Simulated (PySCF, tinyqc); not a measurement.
A ladder of methods, and size consistency: correlation methods against full CI in the sto-3g basis, for LiH, spin multiplicity 1. Computed by the program tinyqc with PySCF. 

Geometry (angstrom):
```
atom,x,y,z
Li,0.0000,0.0000,0.0000
H,0.0000,0.0000,2.1030
```

RHF energy of one = -7.819425 hartree

All electrons correlated; +Q is the Davidson correction (1 - c0^2) E_corr. The last columns treat two copies 100 angstrom apart as one system. FCI is the lowest singlet.

Correlation energies (hartree):
```
method,E_corr of one,share of FCI (%),E_corr of two at 100 angstrom,two minus twice one (mhartree)
MP2,-0.019143,56.6272,-0.038286,-6.00e-05
CISD,-0.033780,99.9241,-0.063926,3.6330
CISD+Q,-0.035900,106.1974,-0.070231,1.5702
CCSD,-0.033784,99.9383,-0.067569,-1.47e-04
CCSD(T),-0.033802,99.9888,-0.067603,-1.46e-04
FCI,-0.033805,100.0000,-,-
```

MP2 recovers 57 %, CISD 99.9 % and CCSD 99.9 % of the FCI value (c0^2 = 0.937 in CISD). MP2 and coupled cluster are size consistent, so their last column vanishes but for a trace of long-range electrostatics; CISD loses 3.63 mhartree, since a double excitation on each copy is a quadruple of the pair, and the Davidson correction leaves +1.57. The restricted reference is unstable here: a spin-polarised solution lies 0.0010 hartree lower (PySCF), so results built on it describe a poor reference.
